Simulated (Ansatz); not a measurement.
Predict the output of the script below (Ansatz's Python interface).

Input file `c2h3b.yaml`:
```yaml
crystal:
  periodic: [false, false, false]
  atoms:
    - { symbol: B, position_ang: [-0.7962, -0.0028, -0.2054] }
    - { symbol: C, position_ang: [0.5945, -0.102, -0.5735] }
    - { symbol: C, position_ang: [0.2256, 0.038, 0.7746] }
    - { symbol: H, position_ang: [-1.913, 0.1188, -0.5126] }
    - { symbol: H, position_ang: [1.3612, -0.227, -1.3532] }
    - { symbol: H, position_ang: [0.57, 0.111, 1.824] }
basis:
  gaussian: { orbitals: def2-SVP }
correlation:
  method: ccsd_t
output:
  forces: true
```

`c2h3b_deck.py`:
```python
'''C2H3B through the session interface.'''

import ansatz as az
import numpy as np
import pandas as pd

session = az.Session.from_deck('c2h3b.yaml')
data = session.plan(threads=1).execute().report

for key in ('converged', 'free_energy_ev', 'reference_energy_ev', 'n_frozen', 'n_occupied', 'n_virtual'):
    print(f'{key:22s} {data[key]}')
symbols = ['B', 'C', 'C', 'H', 'H', 'H']
parts = data['correlation']
for name in ('random_phase', 'coupled_cluster', 'perturbative'):
    if name in parts:
        print(f'{name:16s} {parts[name]["energy"]["hartree"]:12.7f} Ha')
if 'second_order' in parts:
    pair = parts['second_order']
    print(f'MP2 same spin {pair["same_spin"]["hartree"]:.7f} Ha, opposite spin {pair["opposite_spin"]["hartree"]:.7f} Ha')
field = data['mean_field']
print('<S^2> =', round(abs(field['state']['spin_squared']), 4), ' all-electron relativity setting:', field['relativity'])
print('passes:', field['passes'])
if 'symmetry' in field:
    print('occupied orbitals by irrep:', field['symmetry']['occupied'])

forces = np.array(data['forces_ev_ang'])
print('largest force', round(float(np.linalg.norm(forces, axis=1).max()), 4), 'eV/A, rms', round(float(np.sqrt((forces ** 2).mean())), 4))
charges = data['charge_distribution']
table = pd.DataFrame({'atom': symbols, 'mulliken': charges['mulliken_charges_e'], 'lowdin': charges['lowdin_charges_e']})
print(table.round(3).to_string())
print('dipole (e A):', np.round(charges['dipole_moment_e_ang'], 4) + 0.0)
```

Running `python c2h3b_deck.py` prints:
```text
converged              True
free_energy_ev         -2786.18482332866
reference_energy_ev    -2775.987250812501
n_frozen               3
n_occupied             [7, 7]
n_virtual              [47, 47]
coupled_cluster    -0.3603031 Ha
perturbative       -0.0144508 Ha
MP2 same spin -0.0791254 Ha, opposite spin -0.2549000 Ha
<S^2> = 0.0  all-electron relativity setting: none
passes: {'evaluations': 17, 'products': 33}
occupied orbitals by irrep: [{'A': 10}, {'A': 10}]
largest force 3.0955 eV/A, rms 1.0181
  atom  mulliken  lowdin
0    B    -0.042  -0.323
1    C    -0.023   0.129
2    C    -0.003   0.134
3    H    -0.049  -0.008
4    H     0.059   0.034
5    H     0.058   0.034
dipole (e A): [ 0.2404 -0.0183  0.0563]
```

Reading the output:
- Total energies depend on the basis set; only differences at equal settings carry meaning.
- The geometry is a force-field or estimated start, not a minimum of this method, and the basis set is short of its limit.
- The Löwdin charges here are taken after orthogonalising the functions within each atom; they differ from plain Löwdin charges, and their signs can be unphysical.
- Timing: 4 s on 1 thread of Arm Neoverse V1 (shared host), peak memory 0.26 GiB.
